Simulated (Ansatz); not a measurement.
**BOF (fluoro(oxo)borane): the energy, rung by rung**

The species is BOF (3 atoms), meant as a singlet with charge 0. SMILES: `O=BF`. Geometry: relaxed at PBE0-D4/def2-TZVP.

```jsonl
{"atom": "O", "x (Å)": "0.9831", "y (Å)": "-0.5651", "z (Å)": "0.4799"}
{"atom": "B", "x (Å)": "0.0203", "y (Å)": "-0.0116", "z (Å)": "0.0099"}
{"atom": "F", "x (Å)": "-1.0034", "y (Å)": "0.5768", "z (Å)": "-0.4898"}
```

Each level gives the energy change with the O1–B2 bond stretched from 1.206 to 3.015 Å (eV). The values are calculated.

```
                       level                   kind  program  value (eV)  less FCI/STO-3G  CPU time (all runs)
      HF/STO-3G (restricted)           Hartree–Fock   Ansatz        8.34            -0.69               0.18 s
CCSDT(Q)/STO-3G (restricted)  coupled cluster or CI   Ansatz        9.03             0.00                1.1 s
   CCSDT/STO-3G (restricted)  coupled cluster or CI   Ansatz        9.05            +0.02               0.72 s
  CCSDTQ/STO-3G (restricted)  coupled cluster or CI   Ansatz        9.03             0.00                 21 s
                  FCI/STO-3G     exact in the basis   Ansatz        9.03             0.00                2.5 s
```

FCI/STO-3G is exact within its basis and frozen core, so for wave-function methods in that basis the difference is their error. The first shape isn't each level's own minimum. The values span 8.34 to 9.05 eV. All rows use very small basis sets, so even the best lies far from the true value. CPU times are rough (shared hosts, several kinds of processor): they show what a rung costs within a factor of a few.
